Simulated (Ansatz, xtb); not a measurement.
Relative energy of two conformers of H3NO2

Structure I is `ONO`, a singlet and structure II is `ONO`, a singlet. Both are isolated molecules in the gas phase, relaxed with B3LYP-D3(BJ)/def2-SVP.

I (Å):

```xyz
6

N    -0.8585    0.7328   -0.7557
O    -0.4368    1.0236    0.5621
O    -0.1642   -0.3953   -1.2096
H    -1.8252    0.4317   -0.5921
H     0.2746    1.6687    0.4345
H    -0.2156   -1.0627   -0.4990
```

II (Å):

```xyz
6

N    -1.1555   -0.6467    1.2361
O     0.1002   -0.2514    0.7184
O    -2.1527    0.1936    0.6878
H     0.5112    0.2151    1.4598
H    -1.3198   -1.5139    0.7212
H    -2.3745    0.7854    1.4206
```

Energies in hartree; the thermal terms are from B3LYP-D3(BJ)/def2-SVP harmonic frequencies (ideal gas, rigid rotor, one conformer each, 298.15 K, 1 atm) and include the zero-point energy:

```
                                I           II
E, CCSD(T)/def2-TZVPP  −206.628997  −206.631241
    zero-point energy     0.044645     0.044810
         H(298 K) − E     0.049311     0.049592
         G(298 K) − E     0.019881     0.019941
```

Q: Work out ΔE, ΔE₀, ΔH and ΔG for I → II in kcal/mol (1 Eh = 627.51 kcal/mol) and the equilibrium ratio [II]/[I].

A: 1. ΔE = −206.631241 − (−206.628997) = −0.002244 Eh = −1.41 kcal/mol.
2. ΔE₀ = ΔE + ΔZPE = −0.002244 + (+0.000165) Eh = −1.30 kcal/mol.
3. ΔH = ΔE + (+0.000281) Eh = −1.23 kcal/mol.
4. ΔG = ΔE + (+0.000060) Eh = −1.37 kcal/mol, so ΔS = (ΔH − ΔG)/T = +1.9 J/(mol K).
5. kT = 0.9442 mEh, so K = [II]/[I] = exp(−ΔG/kT) = exp(+2.31) ≈ 10.

Structure II is favoured at this temperature. An error of 1 kcal/mol in ΔG would change K by a factor of 5.4. Mirror images and further conformers aren't counted.

Other levels gave ΔE = −1.3 (B3LYP-D3(BJ)/def2-SVP); −0.7 (HF/def2-TZVPP); −1.4 (MP2/def2-TZVPP) kcal/mol. The correlated steps freeze 3 core orbitals. Programs: Ansatz 0.2.0.
